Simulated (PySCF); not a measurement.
**MH cations for M along the third period**

MP2 with triple-zeta basis sets in PySCF, for the lowest determinant that a PBE0 search found; no spin–orbit coupling. De refers to high-spin ground-configuration atoms (the charge goes to the atom of lower measured ionisation energy or higher electron affinity, which is not always the lowest computed limit).

| M | basis | reference, frozen orbitals | charged atom | state (unpaired electrons) | Re (Å) | ωe (cm⁻¹) | De (eV) |
| --- | --- | --- | --- | --- | --- | --- | --- |
| Na | pcseg-2 | UHF, 1 | Na+ | doublet (σ ↑) | 2.559 | 355 | 0.07 |
| Mg | def2-TZVP | RHF, 1 | Mg+ | singlet (closed shell) | 1.647 | 1762 | 1.65 |
| Al | def2-TZVPPD | UHF, 5 | Al+ | doublet (σ ↑) | 1.584 | 1849 | 0.80 |
| Si | def2-TZVPPD | RHF, 5 | Si+ | singlet (closed shell) | 1.499 | 2223 | 3.22 |
| P | def2-TZVPPD | UHF, 5 | P+ | doublet (π ↑) | 1.418 | 2461 | 3.25 |
| S | cc-pVTZ/cc-pV(T+d)Z | UHF, 5 | S+ | triplet (π ↑↑) | 1.358 | 2620 | 3.39 |
| Cl | def2-TZVPPD | UHF, 5 | Cl+ | doublet (π ↑) | 1.310 | 2746 | 4.62 |

The shortest bond is that of HCl⁺ (1.310 Å), the longest that of NaH⁺ (2.559 Å). HCl⁺ is bound most strongly (4.62 eV) and NaH⁺ least (0.07 eV).

The rows differ in basis set, which adds steps of its own.

The state changes along the series, so neighbouring rows are not always alike in their bonding.

Correlated steps freeze the inner cores (1 to 5 orbitals); shallow outer-core shells are correlated. Weak bonds: NaH⁺. Basis-set superposition, not corrected here, can be much of De in a small basis, most of all at correlated wavefunction levels. For an ion De counts to the pair picked by the measured ionisation energies or electron affinities, which need not be the lowest pair at this level. Where the molecule has an RHF reference, its open-shell atoms are computed with UHF. States were picked by a PBE0 search and need not be the measured ground states.
